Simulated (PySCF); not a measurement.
**AlH3Cl−, a complex of two parts: interaction energy**

One table from this session's results is given with a row withheld; the runs are named, their logs left out.

Programs: PySCF 2.14.0. All values are calculated, for the isolated system unless a continuum is named. Atoms count from 0, parts from 1.

### Starting point

5 atoms, charge -1, multiplicity 1; geometry: GFN2-xTB. Parts: 1 = atoms 0–3, `[AlH3]`, charge 0; 2 = atom 4, `[Cl-]`, charge -1.

The first run:

What the job is given:

```
{"job": {"xc": "PBE0", "basis": "def2-SVPD", "d3": "d3bj", "grid": 2, "kind": "geom", "shake": 0.01}, "charge": -1, "multiplicity": 1, "parts": [{"atoms": "0-3", "charge": 0, "multiplicity": 1}, {"atoms": "4-4", "charge": -1, "multiplicity": 1}]}
Al     0.038312     0.355637    -0.176531
H      0.948024     0.366186     1.124784
H      0.568142    -0.594069    -1.335840
H     -1.477962     0.042039     0.177892
Cl     0.048326     2.324781    -0.960613
```

On the command line:

```console
OMP_NUM_THREADS=1 python cluster_run.py task.json out
```

This one command runs all jobs of the session in turn.

Steps of the session up to this table: Geometry optimisation at PBE0-D3(BJ)/def2-SVPD; Coupled-cluster interaction energy: CCSD(T) and MP2, 2.27 Å; Coupled-cluster interaction energy: CCSD(T) and MP2, 2.50 Å; Coupled-cluster interaction energy: CCSD(T) and MP2, 2.16 Å; Coupled-cluster interaction energy: CCSD(T) and MP2, 2.84 Å; Coupled-cluster interaction energy: CCSD(T) and MP2, 2.04 Å; Coupled-cluster interaction energy: CCSD(T) and MP2, 3.40 Å; Coupled-cluster interaction energy: CCSD(T) and MP2, 4.54 Å.

One table of the session follows, with a row left open; its other results are not shown here.

It belongs to the step «Coupled-cluster interaction energy: CCSD(T) and MP2, 4.54 Å». 

```
                 method  interaction energy (kcal/mol)
         HF/aug-cc-pVDZ                         -14.23
        MP2/aug-cc-pVDZ                              ?
       CCSD/aug-cc-pVDZ                         -13.93
    CCSD(T)/aug-cc-pVDZ                         -14.01
         HF/aug-cc-pVTZ                         -14.43
        MP2/aug-cc-pVTZ                         -14.49
    SCS-MP2/aug-cc-pVTZ                         -14.36
      MP2, extrapolated                         -14.51
CCSD(T), limit estimate                         -14.25
```

Q: Estimate the row for MP2/aug-cc-pVDZ from the others.

**Answer.** interaction energy (kcal/mol): -14.27. In the column «interaction energy (kcal/mol)» it lies between SCS-MP2/aug-cc-pVTZ (-14.36) and CCSD(T), limit estimate (-14.25).
